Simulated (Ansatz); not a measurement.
Total energies of C2H2FNS (`FC1(S)C=N1`).

```tsv
atom	x (Å)	y (Å)	z (Å)
F1	-1.299	0.306	-0.917
C2	-0.239	0.017	-0.111
S3	-0.500	-1.432	0.869
C4	0.645	1.073	0.239
N5	1.068	0.351	-0.701
H6	-0.605	-2.272	-0.176
H7	0.930	1.956	0.796
```

The species carries charge 0 and has multiplicity 1. The structure was optimised at the PBE0-D4/def2-TZVP level. It is one conformer, not always the lowest. Basis def2-TZVPP, Ansatz 0.2.0.

RPA on PBE orbitals: Hartree–Fock energy of these orbitals -628.27705 Eh, correlation -1.44583 Eh (frozen core).

| functional | energy without D4 (Eh) | D4 term (kJ/mol) |
| --- | --- | --- |
| HSE06 (plane-wave form) | -629.81920 | -11.3 |
| LC-ωPBE | -629.96416 | – |

Problem. Give the same for LDA (SPW92), PBE, revPBE, BLYP, r2SCAN, B97M-V, PBE0, B3LYP, r2SCANh, r2SCAN0, BHLYP, CAM-B3LYP, ωB97X-V, ωB97M-V, B2PLYP, PBE-QIDH. (Best estimate.)

Solution. Computed: 
| functional | energy without D4 (Eh) | D4 term (kJ/mol) |
| --- | --- | --- |
| LDA (SPW92) | -627.08416 | – |
| PBE | -629.80641 | -14.7 |
| revPBE | -630.08746 | -49.5 |
| BLYP | -630.17584 | -33.6 |
| r2SCAN | -630.08188 | -3.4 |
| B97M-V | -630.08054 | – |
| PBE0 | -629.83730 | -12.2 |
| B3LYP | -630.23824 | -24.0 |
| r2SCANh | -630.06570 | -3.6 |
| r2SCAN0 | -630.04266 | -4.0 |
| BHLYP | -630.09863 | -17.3 |
| CAM-B3LYP | -630.14509 | -12.3 |
| ωB97X-V | -630.09186 | – |
| ωB97M-V | -630.13876 | – |
| B2PLYP | -629.93578 | – |
| PBE-QIDH | -629.71352 | – |

B3LYP takes the VWN-RPA correlation (the form of Gaussian; ORCA's B3LYP/G). HSE06 is the plane-wave form, built on full-range PBE exchange. The double hybrids freeze the cores in their second-order part.

LC-ωPBE has ω = 0.4 bohr⁻¹.
